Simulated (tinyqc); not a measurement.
Worked calculation: UHF in the sto-3g basis, for HF, spin multiplicity 1. This run ends on a higher stationary point, not on the lowest solution. Computed by tinyqc, a small Python program that keeps every step (integrals from PySCF). Settings: charge = 0, multiplicity = 1, basis = sto-3g, energy threshold = 1e-08, iteration cap = 50, orthogonalisation = symmetric, start = Wolfsberg-Helmholz matrix, DIIS depth = 0, shift = 1.0, method = UHF, break = 0.7. Command: `OMP_NUM_THREADS=1 python tinyqc.py 22136 22137 out.jsonl` (the two numbers bound the seeds that draw the settings). One thread of a shared host (Intel(R) Xeon(R) Processor @ 2.60GHz), about 0.1 s of CPU time with the checks.

Geometry (angstrom):
```
atom,x,y,z
F,0.0000,0.0000,0.0000
H,0.0000,0.0000,1.3380
```

Stop when the energy changes by less than 1e-08 hartree and every element of the error matrix X^T (F D S - S D F) X (for each spin) is below 3e-05.

Course of the cycle:
```
iteration,E (hartree),change,largest element of the error matrix
1,-98.170220,-,1.00e-01
2,-98.232047,-6.18e-02,1.02e-01
3,-98.286241,-5.42e-02,9.69e-02
4,-98.331800,-4.56e-02,8.53e-02
5,-98.367414,-3.56e-02,7.25e-02
6,-98.393826,-2.64e-02,6.29e-02
7,-98.412929,-1.91e-02,5.42e-02
8,-98.426723,-1.38e-02,4.68e-02
9,-98.436818,-1.01e-02,4.05e-02
10,-98.444354,-7.54e-03,3.54e-02
11,-98.450097,-5.74e-03,3.11e-02
12,-98.454557,-4.46e-03,2.75e-02
13,-98.458079,-3.52e-03,2.50e-02
14,-98.460896,-2.82e-03,2.28e-02
...,...,...,...
37,-98.474459,-6.05e-05,3.58e-03
38,-98.474511,-5.20e-05,3.32e-03
39,-98.474556,-4.48e-05,3.08e-03
40,-98.474595,-3.86e-05,2.86e-03
41,-98.474628,-3.32e-05,2.65e-03
42,-98.474657,-2.86e-05,2.46e-03
43,-98.474681,-2.46e-05,2.29e-03
44,-98.474702,-2.12e-05,2.12e-03
45,-98.474721,-1.83e-05,1.97e-03
46,-98.474736,-1.57e-05,1.83e-03
47,-98.474750,-1.36e-05,1.70e-03
48,-98.474762,-1.17e-05,1.58e-03
49,-98.474772,-1.01e-05,1.46e-03
50,-98.474780,-8.68e-06,1.36e-03
```

Can the last value be used, and what does the course show?

Not by the stop rule. Not converged within the cap of 50 iterations: the residual falls steadily but slowly, by a factor of about 0.93 a step. Reruns (cap 100 unless said): DIIS 8: converged in 11 to a higher stationary point; damping 0.5: not converged; level shift 0.5: converged in 72 to a higher stationary point; atomic densities as start, DIIS 8: converged in 6 to a higher stationary point; the original settings with a cap of 400: converged in 102 to a higher stationary point. PySCF UHF in the same basis, after a stability check = -98.490806 hartree.
